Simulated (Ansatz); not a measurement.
A run of Ansatz (development build ahead of 0.2.0) on doublet CO(+) at this shape:

```xyz
2

C    -0.0277   -0.0005   -0.7453
O     0.0137   -0.0561    0.4561
```

Its results:

```json
{
  "Converged": "yes",
  "Reference energy": "-112.18219 hartree",
  "Correlation energy": "-0.16799 hartree",
  "Total energy": "-112.35017 hartree",
  "Spin squared of the determinant": "1.404"
}
```

**Question.** Which input gives this output? Name the method, the orbitals and the basis set, and write the input.

**Answer.** UHF-MP2 in 6-31G.

```yaml
crystal:
  periodic: [false, false, false]
  atoms:
    - { symbol: C, position_ang: [-0.02774, -0.00048, -0.74532] }
    - { symbol: O, position_ang: [0.01373, -0.05613, 0.45611] }
basis:
  gaussian: { orbitals: "6-31G" }
total_charge: 1
magnetization:
  spin_polarized: true
  initial_magnetization: 1
hamiltonian:
  xc: hf
correlation:
  method: mp2
  frozen_orbitals: { C: 1, O: 1 }
```

Caution: the unrestricted determinant is spin contaminated.
